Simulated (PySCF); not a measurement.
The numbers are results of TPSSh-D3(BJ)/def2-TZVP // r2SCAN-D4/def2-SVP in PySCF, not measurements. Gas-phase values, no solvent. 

Reference species (SMILES): `[SH]` (neutral, multiplicity 2).

* **dipole moment**: 0.88 D

Changed species: `C[O]` (free radical OCH3; the reference has free radical SH).

Problem. Give the shifts of the dipole moment.

Solution. the dipole moment increases by 1.13 D, to 2.01 D.
